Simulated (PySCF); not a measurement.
**S2F2 (Difluorodisulfane) at CCSDT/STO-3G**

What is the energy change on altering one bond length of S2F2 (Difluorodisulfane) at CCSDT/STO-3G? 

The calculation is run with PySCF 2.14.0.

13 further runs of the same task are left out: 4 that didn't finish, 9 set aside as unsound or not needed.

**1. The system as given**

S2F2 has 4 atoms, charge 0, and is taken as a singlet. As SMILES, `FSSF`. Geometry: relaxed at PBE0-D4/def2-TZVP.

Bond lengths: F1–S2 1.631 Å, S2–S3 1.890 Å, S3–F4 1.631 Å. Angles: F1–S2–S3 108.6°, S2–S3–F4 108.6°.

**2. A single-point energy at CCSDT/STO-3G**

Input file calc.py:

```python
# Difluorodisulfane
from pyscf import gto, cc

mol = gto.M(
    atom=[
    ('F', (-1.783750, -0.199930, -0.621590)),
    ('S', (-0.467670, 0.764150, -0.632370)),
    ('S', (1.044990, -0.276390, -0.184720)),
    ('F', (1.206410, -0.287820, 1.438680)),
],
    basis='sto-3g',
    verbose=3,
    spin=0,
    charge=0,
    max_memory=1860,
)

hf = mol.RHF()
hf.conv_tol = 1e-10
hf.kernel()
if not hf.converged:
    hf = hf.newton().run(hf.mo_coeff, hf.mo_occ)

mycc = cc.CCSDT(hf, frozen=12)
mycc.kernel()
e_tot = mycc.e_tot
print(f'total energy: {e_tot:.8f} hartree')
```

Started as:

```sh
$ OMP_NUM_THREADS=1 python calc.py
```

The program printed:

```text
converged SCF energy = -982.331905348405
_make_eris_incore_RCCSDT

WARN: A large `blksize` is being used, which may cause large memory consumption
      for storing contraction intermediates. If memory is sufficient, consider using
      `pyscf.cc.rccsdt_highm.RCCSDT` instead.

RCCSDT converged
E(RCCSDT) = -982.4416533018458   E_corr = -0.1097479534410892
E_corr(same-spin) = -0.00809310616145256
E_corr(oppo-spin) = -0.101654847279637
total energy: -982.44165330 hartree
```

Wall time 3.3 s (1 thread of Arm Neoverse V1, shared host); peak memory 0.12 GiB.

**3. The distorted shape at the same level**

Input file run.py:

```python
from pyscf import gto, cc

mol = gto.M(
    atom=[
    ('F', (-2.540109, 0.320360, -0.845423)),
    ('S', (-1.224029, 1.284440, -0.856203)),
    ('S', (1.044990, -0.276390, -0.184720)),
    ('F', (1.206410, -0.287820, 1.438680)),
],
    verbose=3,
    max_memory=1860,
    basis='sto-3g',
)

hf = mol.RHF()
hf.conv_tol = 1e-10
hf.kernel()
if not hf.converged:
    hf = hf.newton().run(hf.mo_coeff, hf.mo_occ)

mycc = cc.CCSDT(hf, frozen=12)
mycc.kernel()
energy = mycc.e_tot
print('E = %.10f Eh' % energy)
```

Started as:

```sh
$ OMP_NUM_THREADS=1 python run.py
```

The program printed:

```text
converged SCF energy = -982.228037248179
_make_eris_incore_RCCSDT

WARN: A large `blksize` is being used, which may cause large memory consumption
      for storing contraction intermediates. If memory is sufficient, consider using
      `pyscf.cc.rccsdt_highm.RCCSDT` instead.

RCCSDT converged
E(RCCSDT) = -982.4130885283399   E_corr = -0.1850512801607782
E_corr(same-spin) = -0.0110946207660209
E_corr(oppo-spin) = -0.173956659394757
E = -982.4130885283 Eh
```

Run time: 4.5 s. Hardware: 1 thread of Arm Neoverse V1, shared host; peak memory 0.12 GiB.

**4. What came out**

Level: CCSDT/STO-3G, 12 core orbitals frozen.

| quantity | value |
| --- | --- |
| first shape: total energy | -982.44165 Eh |
| first shape: dipole moment (Hartree–Fock density) | 0.46 D |
| first shape: HOMO energy (Hartree–Fock orbitals) | -7.68 eV |
| first shape: LUMO energy (Hartree–Fock orbitals) | 9.62 eV |
| first shape: HOMO–LUMO gap (Hartree–Fock orbitals) | 17.30 eV |
| first shape: correlation energy (12 core orbitals frozen) | -109.7 mEh |
| first shape: T1 diagnostic | 0.011 |
| distorted shape: total energy | -982.41309 Eh |
| distorted shape: dipole moment (Hartree–Fock density) | 0.59 D |
| distorted shape: HOMO energy (Hartree–Fock orbitals) | -6.16 eV |
| distorted shape: LUMO energy (Hartree–Fock orbitals) | 2.28 eV |
| distorted shape: HOMO–LUMO gap (Hartree–Fock orbitals) | 8.44 eV |
| distorted shape: correlation energy (12 core orbitals frozen) | -185.1 mEh |
| distorted shape: T1 diagnostic | 0.017 |
| energy change with the S2–S3 bond stretched from 1.890 to 2.835 Å | 0.777 eV |

**Reading.** With the S2–S3 bond stretched from 1.890 to 2.835 Å the energy rises by 0.78 eV (17.9 kcal/mol). The first shape isn't relaxed at this level, so the change isn't measured from a minimum. The minimal basis adds a large error of its own. Mulliken charges (first shape) of the mean-field density run from -0.20 on F1 to +0.20 on S2. Mulliken charges (distorted shape) of the mean-field density run from -0.20 on F1 to +0.20 on S2; they depend strongly on the basis.
